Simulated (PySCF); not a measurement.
## Computed NMR parameters against published values

Cartesian coordinates in Å; atom numbers follow the order of the lines, from 1:
```xyz
20

C     1.9660   -0.8011   -0.3622
C     0.8234    0.0635   -0.8682
C    -0.4040    0.1796    0.0485
C    -1.4471    1.0338   -0.6668
C    -1.0004   -1.1962    0.3330
C    -0.0305    0.8556    1.3651
H     2.3583   -0.4420    0.5919
H     1.6602   -1.8409   -0.2269
H     2.7934   -0.7963   -1.0753
H     1.1977    1.0762   -1.0596
H     0.4864   -0.3215   -1.8379
H    -1.0541    2.0302   -0.8877
H    -2.3434    1.1547   -0.0520
H    -1.7484    0.5746   -1.6129
H    -1.2422   -1.7197   -0.5967
H    -0.3147   -1.8245    0.9057
H    -1.9224   -1.1020    0.9131
H     0.7049    0.2739    1.9253
H     0.3882    1.8508    1.1896
H    -0.9118    0.9713    2.0020
```

What is known from experiment: δ ¹H H10/H11 1.21; H12/H13/H14/H15/H16/H17/H18/H19/H20 0.86; H7/H8/H9 0.82 ppm (measured; solution, not stated in the table (CDCl3 in this author's series); The use of chemical shift calculations in the conformational analysis of substituted benzenes, New J. Chem. 2019 (ESI)).

Single conformer, no relativistic terms, fast rotation and ring inversion assumed for equivalent nuclei, no solvent model. Coordinates at the PBE0-D3(BJ)/def2-TZVP level; σ from GIAO-B97-2/pcSseg-2; PySCF 2.14.0 with density-fitted response routines.

Problem. Set the calculated values beside the experiment.

Solution. 
Reference values: measured (solution, not stated in the table (CDCl3 in this author's series); The use of chemical shift calculations in the conformational analysis of substituted benzenes, New J. Chem. 2019 (ESI)).
| atoms | quantity | reference | computed | computed, scaled |
| --- | --- | --- | --- | --- |
| H10/H11 | δ ¹H | 1.21 | 1.24 | 1.31 |
| H12/H13/H14/H15/H16/H17/H18/H19/H20 | δ ¹H | 0.86 | 0.89 | 0.97 |
| H7/H8/H9 | δ ¹H | 0.82 | 0.90 | 0.99 |

Computed shifts are σ(ref) − σ with the named reference compound (TMS for H and C) calculated as an isolated molecule at the same level. The measured values may be among those fitted. Scaled to experiment by linear calibration (H and C: mostly CDCl3 data, vs TMS): ¹H (scatter 0.14 ppm rms, 0.16 ppm with the 5 outliers that the fit left out). A few per cent of atoms miss by over 2 rms, more outside the fitted compound classes.

Problem. How far are the unscaled ¹H shifts from the references?

Solution. Mean signed difference +0.05 ppm, mean absolute 0.05 ppm over 3 comparisons; the largest is +0.08 ppm at H7/H8/H9 (hydrogen on a methyl carbon).
